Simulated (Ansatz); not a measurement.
A nudged elastic band was laid between two geometries of BFH2 + H (5 atoms, charge 0, multiplicity 2).

The calculation used Ansatz 0.2.0, UKS PBE0/def2-mTZVP.

```
movable images  : 5
climbing image  : yes
spring          : 5.0 eV/Å²
optimiser       : quadratic models (default)
start path      : through a guess of the saddle point
force threshold : 0.05 eV/Å
iteration limit : 60
end points      : relaxed
```

Initial state:

```xyz
5
Properties=species:S:1:pos:R:3
B -0.015 0.000 -0.343
H -0.153 0.000 0.844
H 1.044 0.000 -0.899
F -1.103 0.000 -1.089
H 0.114 0.000 4.071
```

Final state:

```xyz
5
Properties=species:S:1:pos:R:3
B -0.054 0.001 -0.711
H -0.032 0.001 2.607
H 1.051 0.000 -1.187
F -1.109 -0.001 -1.474
H 0.031 0.000 3.350
```

What changes between the two ends?

Bonds broken: B1–H2. Bonds formed: H2–H5. BFH2 + H becomes BFH + H2.

Give the energies along the band, and the barrier.

The forces met the threshold. The highest image is number 3 of 0 to 6, 42.7 kJ/mol above the first end and 29.8 kJ/mol above the last; the last end lies 12.9 kJ/mol above the first. A vibrational analysis at the climbing image gives 2 clearly imaginary modes (1005i, 313i cm⁻¹): a point of higher order, so a lower path passes nearby. Another band between the same ends, with other settings, climbed to 0.253 eV only, so this may not be the lowest route.

| image | path coordinate (Å) | energy (kJ/mol) | B1–H2 (Å) | H2–H5 (Å) |
| --- | --- | --- | --- | --- |
| 0 | 0.00 | 0.0 | 1.19 | 3.24 |
| 1 | 0.66 | 0.9 | 1.19 | 2.53 |
| 2 | 1.31 | 7.3 | 1.20 | 1.82 |
| 3 | 1.97 | 42.7 | 1.54 | 0.91 |
| 4 | 2.63 | 21.6 | 2.22 | 0.76 |
| 5 | 3.29 | 13.9 | 2.81 | 0.75 |
| 6 | 3.94 | 12.9 | 3.32 | 0.75 |

What is the geometry of the highest image?


```xyz
5
Properties=species:S:1:pos:R:3
B 0.043 0.002 -0.033
H -0.005 0.002 1.511
H 1.054 -0.001 -0.680
F -1.120 -0.001 -0.629
H -0.084 -0.001 2.415
```

Run time: 43 s on 1 thread of AMD EPYC 7R43 64-Core Processor (Zen 3), on a shared host, peak memory 0.11 GiB.
